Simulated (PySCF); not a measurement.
Compound: P₄.
Bonds: P1–P2, P2–P3, P3–P4, P1–P3, P1–P4, P2–P4.

The same species was optimised twice, with GFN2-xTB and with PBE0-D3(BJ)/def2-SVP (PySCF), and the same property calculations (PySCF, gas phase) were run on both structures.

```csv
coordinate,GFN2-xTB,PBE0-D3(BJ)/def2-SVP,change
P2–P3 (Å),2.185,2.202,+0.017
P1–P4 (Å),2.185,2.201,+0.016
P2–P4 (Å),2.184,2.201,+0.017
P1–P2 (Å),2.185,2.201,+0.016
P1–P3 (Å),2.184,2.200,+0.016
P3–P4 (Å),2.185,2.200,+0.015
P3–P2–P4 (°),60.0,60.0,0.0
P1–P3–P4 (°),60.0,60.0,0.0
P2–P1–P3 (°),60.0,60.0,0.0
P2–P4–P3 (°),60.0,60.0,0.0
P3–P1–P4 (°),60.0,60.0,0.0
P1–P2–P3 (°),60.0,60.0,0.0
P1–P4–P2 (°),60.0,60.0,0.0
P2–P3–P4 (°),60.0,60.0,0.0
```

Rotational constants: A = 3420, B = 3419, C = 3418 MHz (GFN2-xTB) against A = 3369, B = 3369, C = 3367 MHz (PBE0-D3(BJ)/def2-SVP). Point groups within 0.08 Å: Td and Td.

On the GFN2-xTB structure: HOMO (eV) -7.90 [PBE0/pcSseg-1]; LUMO (eV) -0.88 [PBE0/pcSseg-1]; GIAO shielding of P1/P2/P3/P4 (mean) (ppm) 887.9 [PBE0/pcSseg-1].

Task: What do these properties become on the PBE0-D3(BJ)/def2-SVP structure?

Result: 
```
                                    property          level  on GFN2-xTB  on PBE0-D3(BJ)/def2-SVP  change
                                   HOMO (eV)  PBE0/pcSseg-1        -7.90                    -7.87   +0.03
                                   LUMO (eV)  PBE0/pcSseg-1        -0.88                    -0.96   -0.08
energy, GFN2-xTB geometry as zero (kcal/mol)  PBE0/pcSseg-1          0.0                      0.0     0.0
  GIAO shielding of P1/P2/P3/P4 (mean) (ppm)  PBE0/pcSseg-1        887.9                    873.9   -14.0
```

The heavy atoms differ by 0.010 Å rms after alignment. Among all bonds P1–P2, P1–P3, P1–P4, P2–P3 and P2–P4 change most and about equally (+0.016 to +0.017 Å). Changes are differences of the printed values. Neither structure is proved a minimum here.
